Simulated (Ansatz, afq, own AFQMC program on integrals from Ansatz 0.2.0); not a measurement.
**Where AFQMC and coupled cluster stand for SiH2⁺, doublet**

```xyz
3

Si    0.0000   -0.0507    0.0000
H     0.0000    0.7069   -1.2784
H     0.0000    0.7069    1.2784
```

Basis cc-pVDZ. Noble-gas cores (and the filled d shells of Ga–Kr and In–Xe) are frozen. Ansatz 0.2.0 and our own AFQMC program on the same integrals; the CISD trial comes from CCSD amplitudes, and released means the phaseless constraint is let go. Free projection: walkers drawn from exp(T), propagated without any constraint. Its projection time is finite, and what remains of the start isn't in its error. Error bars are statistical, one sigma.

Determinant: UHF, the one that the program's search chose, which needn't be the lowest solution. The geometry is a PBE0/def2-TZVP stationary point of this or a neighbouring charge and spin state.

Full CI on the same integrals is exact in this basis and with this determinant's frozen core.

```
T1 diagnostic                               : 0.0141
weight of the determinant in the CISD state : 0.945
⟨S²⟩ of the determinant                     : 0.755
size of the correlated space                : 5 electrons in 23 orbitals
```

```tsv
level	correlation energy (eV)
MP2	-1.6716
CCSD	-2.2417
CCSD(T)	-2.2793
```

(1) Estimate where phaseless AFQMC with the Hartree–Fock trial lies against CCSD(T) on the same integrals.

(1) 1.5 ± 1.2 kJ/mol below CCSD(T). The gap is under twice the noise, so this walk alone can't tell the two apart.

Reference: full CI, correlation energy -2.294 eV. The released energy is read at 2.40 1/Eh (meV from the phaseless value at times in 1/Eh: -0.1 ± 0.8 at 0.24, -1.3 ± 0.7 at 0.51, -1.7 ± 0.5 at 0.99, -3.3 ± 1.1 at 1.62, -3.0 ± 0.5 at 2.40).

```
         level  E − E(reference) (kJ/mol)  share of correlation (%)
       CCSD(T)                        1.5                     99.34
         CCSDT                        0.1                     99.97
      CCSDT(Q)                        0.0                    100.00
        CCSDTQ                        0.0                    100.00
   ph-AFQMC/HF                  0.0 ± 1.2                    100.01
 ph-AFQMC/CISD                 0.3 ± 0.09                     99.85
released AFQMC                 0.0 ± 0.05                     99.98
    free AFQMC                -0.1 ± 0.04                    100.04
```

CCSDT and higher add their correlation energy to the determinant of the CCSD(T) run, since their own runs factorise the integrals more tightly (a shift of under 2 meV). Free projections are given only where their last times agree within the noise and don't stop above the reference; a slow remainder of the start can still hide under it. A walk keeps the symmetry of its determinant, which the program's search chose and which needn't be the lowest solution, so a lower state of the same spin and another symmetry isn't excluded. Released energies are given only where the last usable release times agree within the noise; a slower fall can still hide under it.
